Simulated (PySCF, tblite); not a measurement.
borane and hydrogen sulfide

A gas-phase complex of borane and hydrogen sulfide; neutral, singlet. The structure comes from a short search (6 tight-binding starts) and was relaxed by PBE0-D3(BJ)/def2-TZVPD; another way of binding may lie lower. Frequencies by PBE0-D3(BJ)/def2-TZVPD show no clear imaginary mode.

```
part              name  SMILES  atoms  charge  multiplicity
   1            borane       B    1–4       0             1
   2  hydrogen sulfide       S    5–7       0             1
```

```xyz
7

B     0.031    0.081    0.520
H     0.500   -1.026    0.537
H    -1.079    0.182    0.056
H     0.778    0.971    0.192
S    -0.323    0.586    2.396
H    -0.962   -0.488    2.897
H     0.822    0.272    3.031
```
Atoms count from 1 in this order.

Contacts between parts, classed by geometry: B1···S5 1.975 Å (bond).

The parts are joined by the bond B1–S5, so these are energies of forming such bonds; deforming the relaxed parts to their shape in the adduct costs 9.3 kcal/mol, which the interaction energies leave out.

Interaction energies are complex less parts, with the parts frozen as they stand in it; counterpoise-corrected, in kcal/mol (PySCF). The CCSD(T) estimate is Hartree-Fock/aug-cc-pVQZ, plus the MP2 correlation part extrapolated as X⁻³ from aug-cc-pVTZ and aug-cc-pVQZ, plus CCSD(T) less MP2 in aug-cc-pVDZ; noble-gas cores are frozen. It isn't the exact limit.

Question: Give the interaction energy at each level run.

Answer: 
| level | interaction | superposition error removed |
| --- | --- | --- |
| Hartree-Fock/aug-cc-pVQZ | -11.04 | - |
| wB97M-D3(BJ)/def2-TZVPD | -24.41 | -0.23 |
| PBE0-D3(BJ)/def2-TZVPD | -29.17 | -0.20 |
| MP2/aug-cc-pVQZ | -24.57 | -0.67 |
| CCSD(T), estimated basis limit | -23.61 | - |

Question: What holds them together? Decompose the wB97M-D3(BJ)/def2-TZVPD energy: frozen parts, their antisymmetrised product, then relaxation.

Answer: electrostatic -50.9, Pauli repulsion +97.6, orbital relaxation -69.5, dispersion correction -1.8 kcal/mol, which sum to the value before the counterpoise correction; the Pauli term holds the exchange-correlation of the frozen density too. Of the attraction, 57 % is orbital relaxation, 42 % is electrostatic, 2 % is dispersion correction.

The parts were also relaxed and run alone, at the levels used for the complex: shieldings by PBE0/pcSseg-2; core levels by delta-SCF with SCAN, pcX-2 on the ionised atom and pcseg-1 elsewhere, spin-free X2C (2p3/2 is the spin-free 2p value less a third of a first-order spin-orbit splitting).

Question: How do these values change when the complex forms?

Answer: 
```
                property   alone  in the complex  change
   shielding of B1 (ppm)     2.7           132.2  +129.5
   shielding of S5 (ppm)   712.6           589.6  -123.1
   B1 1s core level (eV)  197.47          194.25   -3.22
S5 2p3/2 core level (eV)  170.37          171.92   +1.54
```

The 6 runs behind this took 4.6 min in all, one thread each of Arm Neoverse V1 on a shared host, launched as `OMP_NUM_THREADS=1 python cluster_run.py task.json out`.
